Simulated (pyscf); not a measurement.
This saddle point was located with ωB97X-D3(BJ)/def2-SVP in PySCF.

```xyz
10

Sn    -1.5134    -1.1106    -0.4786
Ge    -0.1835     1.1634    -0.3961
H     -0.7843    -2.3001    -1.5114
H     -3.0826    -0.9672    -1.2070
H     -1.1233    -0.9281     1.6650
H     -0.8590     2.5353    -0.2822
H      1.3366     1.2619    -0.5732
H     -0.6186     0.7572    -1.9027
H     -0.6390    -0.1523     1.9240
H     -0.2474     0.6528     1.3549
```
Charge 0, spin multiplicity 1.

Surface: singlet, charge 0. Lowest wavenumbers (cm⁻¹): 1313i, 163, 165, 231, 334.

### Question
Which two sides does it connect, and which bonds change?

### Answer
`[GeH3][SnH3]` + `[H][H]` ⇌ `[SnH2]` [singlet] + `[GeH4]` + `[H][H]`, a multi-bond step read from left to right: Ge–Sn, H–Sn, H–H broken and Ge–H, H–H formed. At ωB97M-D3(BJ)/def2-TZVP it lies +64.6 kcal/mol from the left side and +37.6 kcal/mol from the right (each side as separated species at their lowest minima found). On the product side the descent ends in a bound adduct, 8.9 kcal/mol under the separated species and 38.1 kcal/mol under the saddle at ωB97X-D3(BJ)/def2-TZVP. One saddle was located; it need not be the lowest between these sides. Elements up to Kr have no core potential and no relativistic terms here. Elements past Kr carry the def2 core potentials, without spin-orbit coupling.
